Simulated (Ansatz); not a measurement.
Reaction (hydrogenolysis of a C–C bond): `CCC(C)CS` + H₂ → CH₃SH + `CCCC`

Isolated molecules relaxed with PBE0-D4/def2-TZVP in Ansatz; ΔE leaves out vibrations. CBS: MP2 limit from def2 TZ/QZ plus the TZ coupled-cluster correction, frozen cores. This one scheme is used for every species. Functionals use def2-TZVPP. B3LYP here is the variant with VWN-RPA as its local correlation; programs differ in this. HSE06 is defined as in plane-wave codes. One conformer a species, not always the lowest.

| level | ΔE (kJ/mol) | difference from CCSD(T)/CBS |
| --- | --- | --- |
| LDA (SPW92) | -40.8 | 8.3 |
| PBE-D4 | -50.7 | -1.6 |
| revPBE-D4 | -43.7 | 5.4 |
| B97M-V | -58.3 | -9.2 |
| PBE0-D4 | -54.2 | -5.1 |
| B3LYP-D4 | -56.4 | -7.3 |
| r2SCANh-D4 | -54.2 | -5.1 |
| r2SCAN0-D4 | -55.6 | -6.5 |
| HSE06-D4 | -54.8 | -5.7 |
| BHLYP-D4 | -61.2 | -12.1 |
| ωB97X-V | -54.1 | -5.0 |
| ωB97M-V | -52.7 | -3.6 |
| B2PLYP | -63.5 | -14.4 |
| PBE-QIDH | -55.2 | -6.1 |
| PBE | -62.8 | -13.7 |
| revPBE | -72.8 | -23.7 |
| BLYP | -76.5 | -27.4 |
| r2SCAN | -56.9 | -7.8 |
| PBE0 | -65.0 | -15.9 |
| B3LYP | -75.3 | -26.2 |
| r2SCANh | -58.2 | -9.1 |
| r2SCAN0 | -60.0 | -10.9 |
| HSE06 | -64.9 | -15.8 |
| BHLYP | -75.8 | -26.7 |
| CAM-B3LYP | -69.7 | -20.6 |
| LC-ωPBE | -64.6 | -15.5 |
| RPA@PBE/def2-TZVPP | -49.9 | -0.8 |
| HF/def2-SVP | -86.3 | -37.2 |
| MP2/def2-SVP | -41.9 | 7.2 |
| CCSD/def2-SVP | -54.6 | -5.5 |
| CCSD(T)/def2-SVP | -48.2 | 0.9 |
| HF/def2-TZVPP | -88.7 | -39.6 |
| MP2/def2-TZVPP | -42.5 | 6.6 |
| SCS-MP2/def2-TZVPP | -51.6 | -2.5 |
| CCSD/def2-TZVPP | -57.6 | -8.5 |
| CCSD(T)/def2-TZVPP | -50.2 | -1.1 |
| MP2/def2-QZVPP | -42.1 | 7.0 |
| SCS-MP2/def2-QZVPP | -51.4 | -2.3 |
| HF/CBS(def2) | -89.2 | -40.1 |
| MP2/CBS(def2) | -41.5 | 7.6 |
| CCSD(T)/CBS | -49.1 | 0 |

Largest T1 diagnostic among the species: 0.009.

The D4 term adds +18.8 kJ/mol with B3LYP and +10.8 kJ/mol with PBE0; it sums over pairs of atoms, weighted by their polarisabilities, and B3LYP, whose exchange is more repulsive, gets the larger term. From r2SCAN to r2SCAN0 (25 % exact exchange), in def2-TZVPP and without D4, ΔE moves by −3.1 kJ/mol.
